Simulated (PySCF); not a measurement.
# CH7PSi: spin-spin couplings and electronic excitations at several levels of theory, part 2 of 2

PySCF 2.14.0. Atoms count from 0.

### 6 Ultraviolet spectrum: LDA/def2-SVPD

Job settings and geometry (Å):

```
{"job": {"kind": "uv", "xc": "LDA", "basis": "def2-SVPD", "ip": true}, "charge": 0, "multiplicity": 1}
C     -1.563039    -0.454418    -0.201553
Si    -0.054606     0.665652    -0.148343
P      1.622601    -0.422733     0.929086
H     -2.424422     0.068473    -0.644900
H     -1.839776    -0.776078     0.814040
H     -1.359918    -1.352439    -0.804820
H      0.341764     1.074005    -1.533108
H     -0.344139     1.906819     0.635147
H      1.916514    -1.265641    -0.187985
H      2.616815     0.541882     0.577617
```

Method: TDDFT LDA/def2-SVPD, vertical, gas phase, core orbitals frozen in the response.

Log:

```text
coarse grid: 8680 points
cycle   1  E = -669.9641234980  dE = -1.401e-01  |g| = 4.350e-01  |ddm| = 3.346e+00
cycle   2  E = -669.8778326911  dE =  8.629e-02  |g| = 6.893e-01  |ddm| = 1.246e+00
cycle   3  E = -670.0158731345  dE = -1.380e-01  |g| = 5.854e-02  |ddm| = 7.695e-01
cycle   4  E = -670.0170239041  dE = -1.151e-03  |g| = 2.327e-02  |ddm| = 1.425e-01
cycle   5  E = -670.0172256033  dE = -2.017e-04  |g| = 5.245e-03  |ddm| = 4.795e-02
cycle   6  E = -670.0172374982  dE = -1.189e-05  |g| = 1.439e-03  |ddm| = 1.259e-02
cycle   7  E = -670.0172383123  dE = -8.141e-07  |g| = 4.001e-04  |ddm| = 3.284e-03
final grid: 72664 points
cycle   8  E = -670.1019420617  dE = -1.190e-05  |g| = 2.619e-03  |ddm| = 4.338e-02
cycle   9  E = -670.1019388090  dE =  3.253e-06  |g| = 4.316e-03  |ddm| = 6.936e-03
cycle  10  E = -670.1019438383  dE = -5.029e-06  |g| = 2.712e-04  |ddm| = 4.460e-03
cycle  11  E = -670.1019438630  dE = -2.463e-08  |g| = 1.048e-04  |ddm| = 6.053e-04
cycle  12  E = -670.1019438678  dE = -4.797e-09  |g| = 1.562e-05  |ddm| = 2.066e-04
cycle  13  E = -670.1019438678  dE = -9.936e-11  |g| = 3.178e-06  |ddm| = 3.488e-05
converged SCF energy = -670.1019438678

Static polarisability (au): isotropic 74.089, principal 63.834 70.138 88.295

Singlet excitations
state   eV       nm        f      main configurations
  1   5.8969    210.3   0.01780   H->L 0.81, H->L+2 0.10
  2   6.0988    203.3   0.04107   H->L+1 0.90
  3   6.4768    191.4   0.05767   H->L+2 0.57, H->L+3 0.30
  4   6.5706    188.7   0.09606   H->L+3 0.57, H->L+2 0.22, H->L 0.08
  5   7.0865    175.0   0.01160   H-1->L 0.52, H->L+4 0.37
  6   7.1560    173.3   0.01983   H->L+4 0.48, H-1->L 0.30
  7   7.3124    169.6   0.02890   H->L+5 0.93
  8   7.3576    168.5   0.03131   H-1->L+1 0.62, H-2->L 0.19
  9   7.4248    167.0   0.01052   H-2->L 0.71, H-1->L+1 0.15
 10   7.5860    163.4   0.01931   H-1->L+2 0.55, H-2->L+1 0.24, H-1->L+3 0.11

Triplet excitations (Tamm-Dancoff, eV): 5.3750 5.6248 5.8992 6.2158
Vertical ionisation energy (delta-SCF) = 9.5379 eV
```

It took 9.9 s on 1 thread of Arm Neoverse V2, shared host; peak memory 0.5 GiB.

This run: HOMO -6.36 eV, LUMO -0.71 eV; lowest singlet 5.90 eV.

### 7 TDDFT and polarisability: PBE/def2-SVPD

Settings changed since step 6:

```diff
@@ -1,2 +1,2 @@
-{"job": {"kind": "uv", "xc": "LDA", "basis": "def2-SVPD", "ip": true}, "charge": 0, "multiplicity": 1}
+{"job": {"kind": "uv", "xc": "PBE", "basis": "def2-SVPD", "ip": true}, "charge": 0, "multiplicity": 1}
 C     -1.563039    -0.454418    -0.201553
```

Level: TDDFT PBE/def2-SVPD, vertical, gas phase, core orbitals frozen in the response.

Log:

```text
coarse grid: 8680 points
cycle   1  E = -672.4146807231  dE = -1.488e-01  |g| = 4.107e-01  |ddm| = 3.385e+00
cycle   2  E = -672.3464313827  dE =  6.825e-02  |g| = 6.291e-01  |ddm| = 1.143e+00
cycle   3  E = -672.4611403071  dE = -1.147e-01  |g| = 5.406e-02  |ddm| = 6.936e-01
cycle   4  E = -672.4621595890  dE = -1.019e-03  |g| = 1.949e-02  |ddm| = 1.289e-01
cycle   5  E = -672.4623025891  dE = -1.430e-04  |g| = 4.783e-03  |ddm| = 4.052e-02
cycle   6  E = -672.4623127916  dE = -1.020e-05  |g| = 1.213e-03  |ddm| = 1.120e-02
cycle   7  E = -672.4623133672  dE = -5.757e-07  |g| = 3.488e-04  |ddm| = 2.838e-03
final grid: 72664 points
cycle   8  E = -672.5661387895  dE = -7.884e-06  |g| = 8.166e-03  |ddm| = 5.981e-02
cycle   9  E = -672.5661042815  dE =  3.451e-05  |g| = 1.368e-02  |ddm| = 2.302e-02
cycle  10  E = -672.5661569271  dE = -5.265e-05  |g| = 5.152e-04  |ddm| = 1.480e-02
cycle  11  E = -672.5661570347  dE = -1.076e-07  |g| = 1.266e-04  |ddm| = 1.059e-03
cycle  12  E = -672.5661570419  dE = -7.165e-09  |g| = 1.846e-05  |ddm| = 2.776e-04
cycle  13  E = -672.5661570420  dE = -1.282e-10  |g| = 5.929e-06  |ddm| = 4.568e-05
converged SCF energy = -672.5661570420

Static polarisability (au): isotropic 72.549, principal 62.514 68.664 86.469

Singlet excitations
state   eV       nm        f      main configurations
  1   5.9442    208.6   0.01879   H->L 0.84, H->L+2 0.09
  2   6.1720    200.9   0.02768   H->L+1 0.89
  3   6.5440    189.5   0.06363   H->L+2 0.49, H->L+3 0.37
  4   6.6501    186.4   0.11796   H->L+3 0.52, H->L+2 0.27
  5   7.1592    173.2   0.01264   H-1->L 0.52, H->L+4 0.37
  6   7.2286    171.5   0.01429   H->L+4 0.46, H-1->L 0.34
  7   7.3646    168.4   0.03024   H->L+5 0.93
  8   7.4372    166.7   0.02346   H-1->L+1 0.60, H-2->L 0.24
  9   7.4888    165.6   0.00818   H-2->L 0.69, H-1->L+1 0.16
 10   7.6901    161.2   0.01510   H-1->L+2 0.50, H-2->L+1 0.25

Triplet excitations (Tamm-Dancoff, eV): 5.2913 5.5006 5.9375 6.2196
Vertical ionisation energy (delta-SCF) = 9.4057 eV
```

Run time: 14 s. Hardware: 1 thread of Arm Neoverse V2, shared host; peak memory 0.5 GiB.

This run: HOMO -6.29 eV, LUMO -0.58 eV; lowest singlet 5.94 eV.

### 8 Excited states and response: B3LYP/def2-SVPD

Settings changed since step 7:

```diff
@@ -1,2 +1,2 @@
-{"job": {"kind": "uv", "xc": "PBE", "basis": "def2-SVPD", "ip": true}, "charge": 0, "multiplicity": 1}
+{"job": {"kind": "uv", "xc": "B3LYP", "basis": "def2-SVPD", "ip": true}, "charge": 0, "multiplicity": 1}
 C     -1.563039    -0.454418    -0.201553
```

Method: TDDFT B3LYP/def2-SVPD, vertical, gas phase, core orbitals frozen in the response.

Log:

```text
coarse grid: 8680 points
cycle   1  E = -672.8799637668  dE = -1.656e-01  |g| = 3.228e-01  |ddm| = 3.341e+00
cycle   2  E = -672.8666017953  dE =  1.336e-02  |g| = 3.861e-01  |ddm| = 7.917e-01
cycle   3  E = -672.9082173763  dE = -4.162e-02  |g| = 2.679e-02  |ddm| = 4.118e-01
cycle   4  E = -672.9084386988  dE = -2.213e-04  |g| = 1.092e-02  |ddm| = 6.340e-02
cycle   5  E = -672.9084815992  dE = -4.290e-05  |g| = 2.123e-03  |ddm| = 2.253e-02
cycle   6  E = -672.9084834710  dE = -1.872e-06  |g| = 5.368e-04  |ddm| = 5.231e-03
final grid: 72664 points
cycle   7  E = -672.9902958581  dE = -9.604e-06  |g| = 2.980e-03  |ddm| = 3.635e-02
cycle   8  E = -672.9902941618  dE =  1.696e-06  |g| = 3.886e-03  |ddm| = 7.376e-03
cycle   9  E = -672.9902983109  dE = -4.149e-06  |g| = 1.213e-04  |ddm| = 3.974e-03
cycle  10  E = -672.9902983157  dE = -4.804e-09  |g| = 6.388e-05  |ddm| = 3.558e-04
cycle  11  E = -672.9902983172  dE = -1.574e-09  |g| = 9.780e-06  |ddm| = 1.344e-04
cycle  12  E = -672.9902983173  dE = -3.593e-11  |g| = 2.468e-06  |ddm| = 2.156e-05
converged SCF energy = -672.9902983173

Static polarisability (au): isotropic 70.830, principal 61.411 67.102 83.976

Singlet excitations
state   eV       nm        f      main configurations
  1   6.2780    197.5   0.02124   H->L 0.84, H->L+2 0.13
  2   6.3826    194.3   0.02227   H->L+1 0.93
  3   6.8193    181.8   0.17845   H->L+2 0.73, H->L 0.09
  4   6.9893    177.4   0.07314   H->L+3 0.88
  5   7.5688    163.8   0.01675   H->L+4 0.48, H-1->L 0.42
  6   7.6575    161.9   0.02553   H-1->L 0.51, H->L+4 0.31
  7   7.8001    159.0   0.01780   H->L+5 0.87
  8   7.9184    156.6   0.05364   H-1->L+1 0.84
  9   8.0383    154.2   0.00868   H-2->L 0.86
 10   8.1806    151.6   0.05986   H-1->L+2 0.67, H-1->L+3 0.12

Triplet excitations (Tamm-Dancoff, eV): 5.4940 5.6254 6.2041 6.6324
Vertical ionisation energy (delta-SCF) = 9.5437 eV
```

Run time: 11 s. Hardware: 1 thread of Arm Neoverse V2, shared host; peak memory 0.57 GiB.

In short: HOMO -7.17 eV, LUMO -0.08 eV; lowest singlet 6.28 eV.

### 9 Excited states and response: PBE0/def2-SVPD

Settings changed since step 8:

```diff
@@ -1,2 +1,2 @@
-{"job": {"kind": "uv", "xc": "B3LYP", "basis": "def2-SVPD", "ip": true}, "charge": 0, "multiplicity": 1}
+{"job": {"kind": "uv", "xc": "PBE0", "basis": "def2-SVPD", "ip": true}, "charge": 0, "multiplicity": 1}
 C     -1.563039    -0.454418    -0.201553
```

With the program's defaults for keys left out, this is: TDDFT PBE0/def2-SVPD, vertical, gas phase, core orbitals frozen in the response.

Log:

```text
coarse grid: 8680 points
cycle   1  E = -672.5415424929  dE = -1.734e-01  |g| = 2.782e-01  |ddm| = 3.229e+00
cycle   2  E = -672.5365293700  dE =  5.013e-03  |g| = 3.080e-01  |ddm| = 6.886e-01
cycle   3  E = -672.5627544328  dE = -2.623e-02  |g| = 2.048e-02  |ddm| = 3.335e-01
cycle   4  E = -672.5628807141  dE = -1.263e-04  |g| = 8.485e-03  |ddm| = 5.045e-02
cycle   5  E = -672.5629067623  dE = -2.605e-05  |g| = 1.534e-03  |ddm| = 1.821e-02
cycle   6  E = -672.5629077168  dE = -9.544e-07  |g| = 4.031e-04  |ddm| = 4.055e-03
final grid: 72664 points
cycle   7  E = -672.6411818368  dE = -1.000e-05  |g| = 4.582e-03  |ddm| = 4.442e-02
cycle   8  E = -672.6411792560  dE =  2.581e-06  |g| = 5.509e-03  |ddm| = 1.101e-02
cycle   9  E = -672.6411876000  dE = -8.344e-06  |g| = 1.980e-04  |ddm| = 5.846e-03
cycle  10  E = -672.6411876129  dE = -1.292e-08  |g| = 5.223e-05  |ddm| = 4.803e-04
cycle  11  E = -672.6411876139  dE = -1.023e-09  |g| = 1.379e-05  |ddm| = 1.260e-04
cycle  12  E = -672.6411876140  dE = -7.026e-11  |g| = 2.305e-06  |ddm| = 2.927e-05
converged SCF energy = -672.6411876140

Static polarisability (au): isotropic 70.363, principal 60.988 66.646 83.457

Singlet excitations
state   eV       nm        f      main configurations
  1   6.4272    192.9   0.02373   H->L 0.55, H->L+1 0.26, H->L+2 0.16
  2   6.5342    189.7   0.01846   H->L+1 0.69, H->L 0.29
  3   6.9653    178.0   0.21737   H->L+2 0.75, H->L 0.12
  4   7.1598    173.2   0.04071   H->L+3 0.92
  5   7.6993    161.0   0.01938   H->L+4 0.67, H-1->L 0.20
  6   7.8183    158.6   0.03100   H-1->L 0.72, H->L+4 0.12
  7   8.0253    154.5   0.02131   H->L+5 0.84
  8   8.0621    153.8   0.06084   H-1->L+1 0.83
  9   8.2143    150.9   0.00712   H-2->L 0.79, H-1->L+2 0.09
 10   8.3369    148.7   0.07588   H-1->L+2 0.65, H-1->L+3 0.16

Triplet excitations (Tamm-Dancoff, eV): 5.5045 5.6154 6.3256 6.7406
Vertical ionisation energy (delta-SCF) = 9.5012 eV
```

Wall time 11 s (1 thread of Arm Neoverse V2, shared host); peak memory 0.57 GiB.

Key values: HOMO -7.39 eV, LUMO 0.16 eV; lowest singlet 6.43 eV.

### 10 Ultraviolet spectrum: BHandHLYP/def2-SVPD

Settings changed since step 9:

```diff
@@ -1,2 +1,2 @@
-{"job": {"kind": "uv", "xc": "PBE0", "basis": "def2-SVPD", "ip": true}, "charge": 0, "multiplicity": 1}
+{"job": {"kind": "uv", "xc": "BHandHLYP", "basis": "def2-SVPD", "ip": true}, "charge": 0, "multiplicity": 1}
 C     -1.563039    -0.454418    -0.201553
```

Level: TDDFT BHandHLYP/def2-SVPD, vertical, gas phase, core orbitals frozen in the response.

Log:

```text
coarse grid: 8680 points
cycle   1  E = -672.8430450503  dE = -1.768e-01  |g| = 2.268e-01  |ddm| = 3.183e+00
cycle   2  E = -672.8535345139  dE = -1.049e-02  |g| = 1.543e-01  |ddm| = 5.215e-01
cycle   3  E = -672.8601294813  dE = -6.595e-03  |g| = 2.622e-02  |ddm| = 2.107e-01
cycle   4  E = -672.8603546022  dE = -2.251e-04  |g| = 5.956e-03  |ddm| = 5.587e-02
cycle   5  E = -672.8603677446  dE = -1.314e-05  |g| = 1.280e-03  |ddm| = 1.271e-02
cycle   6  E = -672.8603684758  dE = -7.313e-07  |g| = 1.911e-04  |ddm| = 3.319e-03
final grid: 72664 points
cycle   7  E = -672.9128733550  dE = -4.777e-06  |g| = 1.448e-03  |ddm| = 2.386e-02
cycle   8  E = -672.9128735108  dE = -1.557e-07  |g| = 1.267e-03  |ddm| = 3.769e-03
cycle   9  E = -672.9128739417  dE = -4.309e-07  |g| = 5.366e-05  |ddm| = 1.314e-03
cycle  10  E = -672.9128739428  dE = -1.166e-09  |g| = 2.549e-05  |ddm| = 1.852e-04
cycle  11  E = -672.9128739431  dE = -2.408e-10  |g| = 3.364e-06  |ddm| = 6.218e-05
converged SCF energy = -672.9128739431

Static polarisability (au): isotropic 68.640, principal 59.872 65.092 80.957

Singlet excitations
state   eV       nm        f      main configurations
  1   6.6149    187.4   0.01953   H->L+3 0.37, H->L+1 0.35, H->L 0.12
  2   6.7368    184.0   0.02533   H->L 0.66, H->L+1 0.28
  3   7.2410    171.2   0.31289   H->L+2 0.34, H->L+1 0.28, H->L+3 0.20
  4   7.5397    164.4   0.02116   H->L+2 0.41, H->L+3 0.36
  5   8.0938    153.2   0.02231   H->L+4 0.51, H->L+5 0.16, H-1->L 0.15
  6   8.2052    151.1   0.03291   H-1->L 0.69, H->L+5 0.10
  7   8.4629    146.5   0.06068   H-1->L+1 0.65, H-1->L+3 0.12
  8   8.4727    146.3   0.03480   H->L+5 0.40, H->L+4 0.23
  9   8.7090    142.4   0.01624   H-1->L+3 0.46, H-2->L 0.20, H-1->L+1 0.15
 10   8.7680    141.4   0.10302   H-2->L 0.53, H-1->L+3 0.17

Triplet excitations (Tamm-Dancoff, eV): 5.6615 5.7119 6.5666 7.1352
Vertical ionisation energy (delta-SCF) = 9.4624 eV
```

Run time: 11 s. Hardware: 1 thread of Arm Neoverse V2, shared host; peak memory 0.57 GiB.

This run: HOMO -8.36 eV, LUMO 0.78 eV; lowest singlet 6.61 eV.

### 11 Excited states and response: CAM-B3LYP/def2-SVPD

Settings changed since step 10:

```diff
@@ -1,2 +1,2 @@
-{"job": {"kind": "uv", "xc": "BHandHLYP", "basis": "def2-SVPD", "ip": true}, "charge": 0, "multiplicity": 1}
+{"job": {"kind": "uv", "xc": "CAM-B3LYP", "basis": "def2-SVPD", "ip": true}, "charge": 0, "multiplicity": 1}
 C     -1.563039    -0.454418    -0.201553
```

Method: TDDFT CAM-B3LYP/def2-SVPD, vertical, gas phase, core orbitals frozen in the response.

Log:

```text
coarse grid: 8680 points
cycle   1  E = -672.8239316847  dE = -1.759e-01  |g| = 2.396e-01  |ddm| = 3.258e+00
cycle   2  E = -672.8321818160  dE = -8.250e-03  |g| = 1.884e-01  |ddm| = 5.131e-01
cycle   3  E = -672.8418085739  dE = -9.627e-03  |g| = 2.240e-02  |ddm| = 2.391e-01
cycle   4  E = -672.8419748218  dE = -1.662e-04  |g| = 7.604e-03  |ddm| = 5.286e-02
cycle   5  E = -672.8419961161  dE = -2.129e-05  |g| = 1.412e-03  |ddm| = 1.593e-02
cycle   6  E = -672.8419970635  dE = -9.474e-07  |g| = 2.353e-04  |ddm| = 3.905e-03
final grid: 72664 points
cycle   7  E = -672.9248555183  dE = -7.698e-06  |g| = 1.793e-03  |ddm| = 2.437e-02
cycle   8  E = -672.9248556495  dE = -1.312e-07  |g| = 1.687e-03  |ddm| = 4.679e-03
cycle   9  E = -672.9248563885  dE = -7.390e-07  |g| = 5.825e-05  |ddm| = 1.696e-03
cycle  10  E = -672.9248563900  dE = -1.511e-09  |g| = 2.777e-05  |ddm| = 2.302e-04
cycle  11  E = -672.9248563903  dE = -2.851e-10  |g| = 4.057e-06  |ddm| = 6.548e-05
converged SCF energy = -672.9248563903

Static polarisability (au): isotropic 69.841, principal 60.864 66.259 82.399

Singlet excitations
state   eV       nm        f      main configurations
  1   6.5103    190.4   0.01864   H->L+1 0.35, H->L+3 0.35, H->L 0.11
  2   6.6042    187.7   0.02221   H->L 0.64, H->L+1 0.30
  3   7.0987    174.7   0.28311   H->L+2 0.35, H->L+1 0.26, H->L+3 0.16
  4   7.3997    167.6   0.01406   H->L+3 0.41, H->L+2 0.35, H->L+5 0.10
  5   7.9172    156.6   0.01710   H->L+4 0.39, H-1->L 0.35, H->L+5 0.12
  6   7.9975    155.0   0.03551   H-1->L 0.52, H->L+4 0.14, H->L+5 0.14
  7   8.2548    150.2   0.08395   H-1->L+1 0.74, H-1->L+3 0.09
  8   8.3262    148.9   0.02265   H->L+5 0.44, H->L+4 0.22, H->L+2 0.08
  9   8.4594    146.6   0.00222   H-2->L 0.51, H-1->L+3 0.20, H-1->L+1 0.12
 10   8.5243    145.4   0.09214   H-1->L+3 0.45, H-2->L 0.27

Triplet excitations (Tamm-Dancoff, eV): 5.6246 5.6826 6.4298 7.0294
Vertical ionisation energy (delta-SCF) = 9.5749 eV
```

Wall time 13 s (1 thread of Arm Neoverse V2, shared host); peak memory 0.59 GiB.

In short: HOMO -8.65 eV, LUMO 0.94 eV; lowest singlet 6.51 eV.

### 12 Run by run: spin-spin couplings

Couplings (Hz), each a mean over the pairs like the one named, with basis size and wall time:

```
            run  Si1–H6  P2–H8  C0–H3  C0–Si1  Si1–P2  C0–P2  P2–H6  functions   time
B3LYP/def2-TZVP  -165.8  143.0  124.4   -42.7    24.7   15.1   13.5        147  8.8 s
  B3LYP/cc-pVTZ  -153.0  116.6  117.1   -37.0    37.0   13.4   13.5        196   13 s
   B3LYP/6-31G*  -178.6  162.9  139.0   -54.4     7.5   12.1   12.0         64  3.1 s
```

### 13 Comparing the runs: electronic excitations

Excitations and ground-state properties, with basis size and wall time:

```
                run  lowest singlet (eV)  brightest (eV)      f  gap (eV)  α (Å³)  μ (D)  functions   time
       HF/def2-SVPD                 6.89            7.76  0.441     12.26    9.84   1.03        124  2.6 s
      LDA/def2-SVPD                 5.90            6.57  0.096      5.65   10.98   0.96        124  9.9 s
      PBE/def2-SVPD                 5.94            6.65  0.118      5.71   10.75   0.94        124   14 s
    B3LYP/def2-SVPD                 6.28            6.82  0.178      7.10   10.50   0.92        124   11 s
     PBE0/def2-SVPD                 6.43            6.97  0.217      7.55   10.43   0.97        124   11 s
BHandHLYP/def2-SVPD                 6.61            7.24  0.313      9.14   10.17   0.94        124   11 s
CAM-B3LYP/def2-SVPD                 6.51            7.10  0.283      9.58   10.35   0.95        124   13 s
```

### 14 Outcome

The summary covers parts 1 to 2.

| quantity | value |
| --- | --- |
| largest coupling of the table (B3LYP/def2-TZVP) | ¹J(Si,H) Si1–H6, -165.8 Hz |
| lowest singlet (HF/def2-SVPD) | 6.89 eV (180 nm), f = 0.021 |
| brightest single state of those computed | state 3, 7.76 eV, f = 0.441 |
| lowest triplet | 5.54 eV |
| vertical ionisation energy (ΔSCF) | 8.60 eV |
| range of J(Si1,H6), mean over like pairs | -178.6 to -153.0 Hz |
| range of the lowest singlet | 5.90 to 6.89 eV |

What this shows: Single values in the summary come from the first run of each kind that ended normally (B3LYP/def2-TZVP; HF/def2-SVPD), which need not be the best level. In the run at B3LYP/def2-TZVP, the largest coupling of the table is Si1–H6 (mean over like pairs), -165.8 Hz, of which the Fermi-contact term gives -165.9 Hz. The first singlet state (HOMO→LUMO+3 0.55, HOMO→LUMO+5 0.16) lies at 6.89 eV and is weak; of the 10 states computed, the strongest absorption comes from state 3 at 7.76 eV. The lowest triplet lies 1.35 eV below the lowest singlet (triplets in Tamm-Dancoff, singlets in full TDDFT). At HF/def2-SVPD, the highest states lie near or above the ionisation energy, where they hang on the basis. The orbital energy would give 9.89 eV for ionisation, ΔSCF gives 8.60 eV. The coupling Si1–H6, as a mean over pairs of its kind, runs from -178.6 Hz (B3LYP/6-31G*) to -153.0 Hz (B3LYP/cc-pVTZ). The lowest singlet runs from 5.90 eV (LDA/def2-SVPD) to 6.89 eV (HF/def2-SVPD), while the orbital gap spans 5.65 to 12.26 eV: the excitation energy moves far less from run to run than the orbital gap does. The lowest state need not be the same one in every run. Couplings from bases without tight functions are rough.
